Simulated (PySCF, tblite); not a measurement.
# PH₃: protonation, NMR shifts, part 1 of 2

Wanted: protonation, NMR shifts for PH₃ (`P`).

Computed with tblite 0.8.0 and PySCF 2.14.0 and routines of our own; the level stands in each step. Atoms count from 0.

## 1. The starting structure

4 atoms, charge 0, multiplicity 1; geometry from: start built from the parent or by distance geometry.

## 2. Geometry optimisation with GFN2-xTB

Job settings and geometry (Å):

```
{"job": {"kind": "relax", "xc": "GFN2-xTB", "basis": "xTB"}, "charge": 0, "multiplicity": 1}
P     -0.003600    -0.004400     0.353900
H     -0.540200     1.271300    -0.145000
H      1.364100    -0.151900    -0.111800
H     -0.799800    -1.105500    -0.142800
```

The run is started by

```sh
$ OMP_NUM_THREADS=1 python redox_run.py task.json out
```

This one command runs all jobs of the session in turn.

Standard output:

```text
step      E/eV     max force
  0    -108.80375    2.058
  1    -108.97676    1.760
  2    -109.58120    1.141
  3    -109.61278    0.670
  4    -109.63042    0.140
  5    -109.63114    0.019
  6    -109.63115    0.013
  7    -109.63116    0.011
  8    -109.63118    0.013
  9    -109.63119    0.010
```

Run time: 0.02 s. Hardware: 1 thread of Arm Neoverse V1, shared host.

Relaxation path:

| step | energy from step 0 (eV) | largest force (eV/Å) |
| --- | --- | --- |
| 0 | 0.0000 | 2.0577 |
| 1 | -0.1730 | 1.7596 |
| 2 | -0.7775 | 1.1410 |
| 3 | -0.8090 | 0.6703 |
| 4 | -0.8267 | 0.1402 |
| 5 | -0.8274 | 0.0194 |
| 6 | -0.8274 | 0.0128 |
| 7 | -0.8274 | 0.0112 |
| 8 | -0.8274 | 0.0132 |
| 9 | -0.8274 | 0.0098 |

Distances of close pairs at the start and the end, largest changes first:

```csv
bond,before (Å),after (Å),change (Å)
P0–H1,1.471,1.386,-0.085
P0–H2,1.452,1.387,-0.066
P0–H3,1.447,1.387,-0.060
```

The final coordinates are the input of the step that follows.

## 3. Vibrational analysis with GFN2-xTB

Job settings and geometry (Å):

```
{"job": {"kind": "ir", "xc": "GFN2-xTB", "basis": "xTB"}, "charge": 0, "multiplicity": 1}
P     -0.004652     0.004087     0.564556
H     -0.453511     1.059844    -0.213888
H      1.155172    -0.126982    -0.184064
H     -0.676540    -0.927403    -0.212312
```

Standard output:

```text
mode    cm-1     km/mol
  1    1131.7      6.97
  2    1151.0      3.39
  3    1151.5      3.39
  4    2285.3     74.37
  5    2393.4    127.70
  6    2394.7    127.66
ZPE 62.849  H(298)-E 72.931  G(298)-E 10.494 kJ/mol  S 209.41 J/(mol K)
```

Run time: 0.06 s. Hardware: 1 thread of Arm Neoverse V1, shared host.

Which atoms move in the most intense modes:

```
cm⁻¹  km/mol                      atoms
1132     7.0  H1 31 %, H3 31 %, H2 31 %
1151     3.4  H1 47 %, H3 35 %, H2 17 %
1152     3.4  H2 49 %, H3 31 %, H1 19 %
2285    74.4  H2 33 %, H3 33 %, H1 32 %
2393   127.7           H2 54 %, H3 41 %
2395   127.7           H1 64 %, H3 23 %
```

## 4. Geometry optimisation at PBE0-D3(BJ)/def2-SVP

Job settings and geometry (Å):

```
{"job": {"xc": "PBE0", "basis": "def2-SVP", "d3": "d3bj", "grid": 1, "kind": "geom"}, "charge": 0, "multiplicity": 1}
P     -0.004652     0.004087     0.564556
H     -0.453511     1.059844    -0.213888
H      1.155172    -0.126982    -0.184064
H     -0.676540    -0.927403    -0.212312
```

Standard output:

```text
step   0  E = -342.89500935  max force = 0.027888
step   1  E = -342.89718756  max force = 0.006559
step   2  E = -342.89729679  max force = 0.000863
step   3  E = -342.89729832  max force = 0.000024
optimisation converged
```

Wall time 1 s (1 thread of Arm Neoverse V1, shared host).

Relaxation path:

```csv
step,energy from step 0 (eV),largest force component (eV/Å)
0,0.0000,1.4341
1,-0.0593,0.3373
2,-0.0622,0.0444
3,-0.0623,0.0012
```

Distances of close pairs at the start and the end, largest changes first:

| bond | before (Å) | after (Å) | change (Å) |
| --- | --- | --- | --- |
| P0–H1 | 1.386 | 1.429 | +0.042 |
| P0–H3 | 1.387 | 1.429 | +0.042 |
| P0–H2 | 1.387 | 1.429 | +0.042 |

The final coordinates are the input of the step that follows.

| at the end point | value |
| --- | --- |
| point group (found at 0.08 Å tolerance) | C3v |
| rotational constants (GHz, main isotopes) | 131.4, 131.4, 116.8 |
| dipole moment (D) | 0.91 |

## 5. Harmonic vibrations (PH₃): PBE0-D3(BJ)/def2-SVP

Job settings and geometry (Å):

```
{"job": {"xc": "PBE0", "basis": "def2-SVP", "d3": "d3bj", "grid": 2, "kind": "hessian"}, "charge": 0, "multiplicity": 1}
P     -0.004510     0.004006     0.573632
H     -0.470088     1.098311    -0.218456
H      1.196971    -0.132058    -0.187607
H     -0.702018    -0.960747    -0.216483
```

Standard output:

```text
coarse grid: 3488 points
cycle   1  E = -342.8583226190  dE = -2.001e-01  |g| = 6.827e-02  |ddm| = 1.516e+00
cycle   2  E = -342.8594820645  dE = -1.159e-03  |g| = 5.485e-02  |ddm| = 2.768e-01
cycle   3  E = -342.8605421227  dE = -1.060e-03  |g| = 2.455e-03  |ddm| = 1.036e-01
cycle   4  E = -342.8605436200  dE = -1.497e-06  |g| = 3.433e-04  |ddm| = 3.993e-03
final grid: 28048 points
cycle   5  E = -342.8972984407  dE = -3.565e-06  |g| = 1.683e-03  |ddm| = 1.342e-02
cycle   6  E = -342.8972988362  dE = -3.955e-07  |g| = 1.324e-03  |ddm| = 5.755e-03
cycle   7  E = -342.8972994153  dE = -5.791e-07  |g| = 4.324e-05  |ddm| = 2.495e-03
cycle   8  E = -342.8972994161  dE = -7.294e-10  |g| = 1.239e-05  |ddm| = 7.128e-05
cycle   9  E = -342.8972994161  dE = -6.020e-11  |g| = 2.076e-07  |ddm| = 1.945e-05
converged SCF energy = -342.8972994161

mode    cm-1
  1    1011.5
  2    1126.8
  3    1126.8
  4    2404.2
  5    2424.0
  6    2424.1
ZPE 62.908  H(298)-E 73.034  G(298)-E 10.317 kJ/mol  S 210.35 J/(mol K)
```

It took 2.5 s on 1 thread of Arm Neoverse V1, shared host.

Zero-point energy 62.91 kJ/mol (xTB gave 62.85).

## 6. Single point (PH3): wB97X-D3(BJ)/def2-TZVP

Geometry: PBE0-D3(BJ)/def2-SVP.

Job settings and geometry (Å):

```
{"job": {"kind": "sp", "xc": "wB97X", "basis": "def2-TZVP", "d3": "d3bj", "grid": 2}, "charge": 0, "multiplicity": 1}
P     -0.004510     0.004006     0.573632
H     -0.470088     1.098311    -0.218456
H      1.196971    -0.132058    -0.187607
H     -0.702018    -0.960747    -0.216483
```

Standard output:

```text
coarse grid: 3488 points
cycle   1  E = -343.1657230210  dE = -2.639e-01  |g| = 1.241e-01  |ddm| = 1.166e+00
cycle   2  E = -343.1717037117  dE = -5.981e-03  |g| = 4.105e-02  |ddm| = 1.105e-01
cycle   3  E = -343.1722369231  dE = -5.332e-04  |g| = 8.998e-03  |ddm| = 3.516e-02
cycle   4  E = -343.1723107496  dE = -7.383e-05  |g| = 2.896e-03  |ddm| = 1.701e-02
cycle   5  E = -343.1723145500  dE = -3.800e-06  |g| = 7.372e-04  |ddm| = 4.935e-03
final grid: 28048 points
cycle   6  E = -343.1736120104  dE = -4.931e-06  |g| = 7.932e-04  |ddm| = 7.116e-03
cycle   7  E = -343.1736122053  dE = -1.949e-07  |g| = 4.008e-04  |ddm| = 1.035e-03
cycle   8  E = -343.1736122357  dE = -3.039e-08  |g| = 6.911e-05  |ddm| = 4.640e-04
cycle   9  E = -343.1736122379  dE = -2.159e-09  |g| = 1.646e-05  |ddm| = 1.310e-04
converged SCF energy = -343.1736122379
```

Wall time 0.89 s (1 thread of Arm Neoverse V1, shared host).

The fields below are evaluated on a grid from the run's orbitals.

Frontier orbitals at wB97X/def2-TZVP, with the share of their density that lies nearest to each atom:

```csv
orbital,energy (eV),lies on
HOMO,-10.32,"P0 69 %; H1, H2, H3 about 10 % each"
LUMO,2.82,P0 44 %; H1 24 %; H3 19 %
```

ELF in a plane through or near 3 of the atoms.

Ten even steps from '0' (0.00) to '9' (1.00):
```
0000000000000000000000000000
0000000000000000000000000000
0000000000000000000000000000
0000000000244431000000000000
0000000026999997200000000000
0000000059999998400000000000
0000000279999998410000000000
0000000158999997322331000000
0000000025899986457885100000
0000000012455445899999630000
0000001367886436999999750000
0000004899999765899999630000
0000005999999864699998410000
0000004899999752136752000000
0000000589998530000000000000
0000000147885210000000000000
0000000000000000000000000000
0000000000000000000000000000
0000000000000000000000000000
0000000000000000000000000000
```
The map spans 7.5 Å across and 7.5 Å up, centred on the molecule. Atoms in the plane (x, y in Å): H1 (-0.8, -0.9), H2 (1.2, -0.2), H3 (-0.4, 1.1).

On the surface of density 0.002 e/bohr³ the electrostatic potential runs, from the 1st to the 99th percentile, from -0.78 V near P0 to 0.75 V near H3.

## 7. Relaxing the molecule with GFN2-xTB

This step treats PH₄+, `[PH4+]`.

Job settings and geometry (Å):

```
{"job": {"kind": "relax", "xc": "GFN2-xTB", "basis": "xTB"}, "charge": 1, "multiplicity": 1}
P      0.011700    -0.002100     0.568400
H     -0.480800     1.107000    -0.241500
H      1.214400    -0.139700    -0.184400
H     -0.704500    -0.946100    -0.237100
H     -1.278300     0.204300     1.136200
```

Standard output:

```text
step      E/eV     max force
  0    -108.93606    3.816
  1    -109.20792    3.036
  2    -109.72749    3.670
  3    -110.01418    2.525
  4    -110.58648    1.737
  5    -110.72946    1.198
  6    -110.80914    0.846
  7    -110.86356    0.955
  8    -110.91478    0.840
  9    -110.94759    0.393
 10    -110.95576    0.319
 11    -110.95999    0.359
 12    -110.96567    0.298
 13    -110.97253    0.153
 14    -110.97345    0.058
 15    -110.97355    0.020
 16    -110.97358    0.020
 17    -110.97366    0.021
 18    -110.97369    0.016
 19    -110.97370    0.005
```

Run time: 0.07 s. Hardware: 1 thread of Arm Neoverse V1, shared host.

Along the way:

| step | energy from step 0 (eV) | largest force (eV/Å) |
| --- | --- | --- |
| 0 | 0.0000 | 3.8164 |
| 1 | -0.2719 | 3.0360 |
| 2 | -0.7914 | 3.6697 |
| 3 | -1.0781 | 2.5247 |
| 4 | -1.6504 | 1.7366 |
| 5 | -1.7934 | 1.1978 |
| 6 | -1.8731 | 0.8457 |
| 7 | -1.9275 | 0.9553 |
| 8 | -1.9787 | 0.8403 |
| 9 | -2.0115 | 0.3932 |
| 10 | -2.0197 | 0.3187 |
| 11 | -2.0239 | 0.3592 |
| 12 | -2.0296 | 0.2982 |
| 13 | -2.0365 | 0.1532 |
| 14 | -2.0374 | 0.0580 |
| 15 | -2.0375 | 0.0197 |
| 16 | -2.0375 | 0.0196 |
| 17 | -2.0376 | 0.0207 |
| 18 | -2.0376 | 0.0156 |
| 19 | -2.0376 | 0.0049 |

Distances of close pairs at the start and the end, largest changes first:

```csv
bond,before (Å),after (Å),change (Å)
P0–H1,1.459,1.375,-0.084
P0–H3,1.433,1.375,-0.058
P0–H2,1.426,1.375,-0.051
P0–H4,1.424,1.375,-0.050
```

The final coordinates are the input of the step that follows.

## 8. Harmonic vibrations with GFN2-xTB

Job settings and geometry (Å):

```
{"job": {"kind": "ir", "xc": "GFN2-xTB", "basis": "xTB"}, "charge": 1, "multiplicity": 1}
P     -0.247629     0.044604     0.208325
H     -0.506572     1.194780    -0.499188
H      1.111405    -0.114885     0.341777
H     -0.771974    -1.034348    -0.463190
H     -0.822754     0.133195     1.453874
```

Standard output:

```text
mode    cm-1     km/mol
  1     872.2      5.64
  2     872.3      5.68
  3     872.5      5.67
  4    1011.1      0.00
  5    1011.1      0.00
  6    2348.0      0.00
  7    2464.4      1.03
  8    2465.3      1.03
  9    2465.6      1.02
ZPE 86.027  H(298)-E 96.601  G(298)-E 35.766 kJ/mol  S 204.04 J/(mol K)
```

Run time: 0.07 s. Hardware: 1 thread of Arm Neoverse V1, shared host.

The strongest bands and the atoms that carry them (share of the mass-weighted mode):

```csv
cm⁻¹,km/mol,atoms
872,5.6,"H3 35 %, H4 32 %, H1 19 %"
872,5.7,"H2 29 %, H3 27 %, H4 20 %, H1 16 %"
872,5.7,"H1 34 %, H2 33 %, H4 17 %"
2464,1.0,"H1 70 %, H2 15 %"
2465,1.0,"H2 56 %, H3 22 %, H4 16 %"
2466,1.0,"H4 51 %, H3 44 %"
```

## 9. Relaxing the molecule at PBE0-D3(BJ)/def2-SVP

This step treats PH4+, `[PH4+]`.

Job settings and geometry (Å):

```
{"job": {"xc": "PBE0", "basis": "def2-SVP", "d3": "d3bj", "grid": 1, "kind": "geom"}, "charge": 1, "multiplicity": 1}
P     -0.247629     0.044604     0.208325
H     -0.506572     1.194780    -0.499188
H      1.111405    -0.114885     0.341777
H     -0.771974    -1.034348    -0.463190
H     -0.822754     0.133195     1.453874
```

Standard output:

```text
step   0  E = -343.20234763  max force = 0.016527
step   1  E = -343.20433400  max force = 0.003533
step   2  E = -343.20444226  max force = 0.000287
step   3  E = -343.20444294  max force = 0.000011
optimisation converged
```

Run time: 1.1 s. Hardware: 1 thread of Arm Neoverse V1, shared host.

The steps of the relaxation:

```csv
step,energy from step 0 (eV),largest force component (eV/Å)
0,0.0000,0.8499
1,-0.0541,0.1817
2,-0.0570,0.0148
3,-0.0570,0.0006
```

Close pairs (by a distance rule), those that changed most:

| bond | before (Å) | after (Å) | change (Å) |
| --- | --- | --- | --- |
| P0–H3 | 1.375 | 1.409 | +0.034 |
| P0–H4 | 1.375 | 1.409 | +0.034 |
| P0–H2 | 1.375 | 1.409 | +0.034 |
| P0–H1 | 1.375 | 1.409 | +0.034 |

The final coordinates are the input of the step that follows.

| at the end point | value |
| --- | --- |
| point group (found at 0.08 Å tolerance) | Td |
| rotational constants (GHz, main isotopes) | 94.749, 94.738, 94.730 |

## 10. Harmonic vibrations (PH₄+): PBE0-D3(BJ)/def2-SVP

Job settings and geometry (Å):

```
{"job": {"xc": "PBE0", "basis": "def2-SVP", "d3": "d3bj", "grid": 2, "kind": "hessian"}, "charge": 1, "multiplicity": 1}
P     -0.247420     0.044698     0.208324
H     -0.511431     1.222873    -0.517649
H      1.145042    -0.120831     0.344461
H     -0.787025    -1.060887    -0.478280
H     -0.836381     0.137469     1.484805
```

Standard output:

```text
coarse grid: 4104 points
cycle   1  E = -343.1550293391  dE =  1.407e-01  |g| = 1.810e-01  |ddm| = 1.712e+00
cycle   2  E = -343.1640157920  dE = -8.986e-03  |g| = 1.106e-01  |ddm| = 3.986e-01
cycle   3  E = -343.1677490267  dE = -3.733e-03  |g| = 8.994e-03  |ddm| = 1.656e-01
cycle   4  E = -343.1677696636  dE = -2.064e-05  |g| = 3.415e-04  |ddm| = 1.007e-02
cycle   5  E = -343.1677696995  dE = -3.589e-08  |g| = 1.007e-05  |ddm| = 4.810e-04
final grid: 33416 points
cycle   6  E = -343.2044385093  dE = -3.753e-06  |g| = 1.612e-03  |ddm| = 1.348e-02
cycle   7  E = -343.2044389571  dE = -4.478e-07  |g| = 1.145e-03  |ddm| = 3.408e-03
cycle   8  E = -343.2044393453  dE = -3.882e-07  |g| = 1.819e-05  |ddm| = 1.546e-03
cycle   9  E = -343.2044393454  dE = -1.275e-10  |g| = 7.315e-07  |ddm| = 5.705e-05
cycle  10  E = -343.2044393454  dE =  1.137e-13  |g| = 3.407e-07  |ddm| = 1.388e-06
converged SCF energy = -343.2044393454

mode    cm-1
  1     970.5
  2     970.6
  3     970.6
  4    1124.1
  5    1124.2
  6    2505.4
  7    2566.0
  8    2566.0
  9    2566.1
ZPE 91.894  H(298)-E 102.254  G(298)-E 41.510 kJ/mol  S 203.74 J/(mol K)
```

Wall time 4 s (1 thread of Arm Neoverse V1, shared host); peak memory 0.57 GiB.

Zero-point energy 91.89 kJ/mol (xTB gave 86.03).

(Continued in part 2 of 2.)
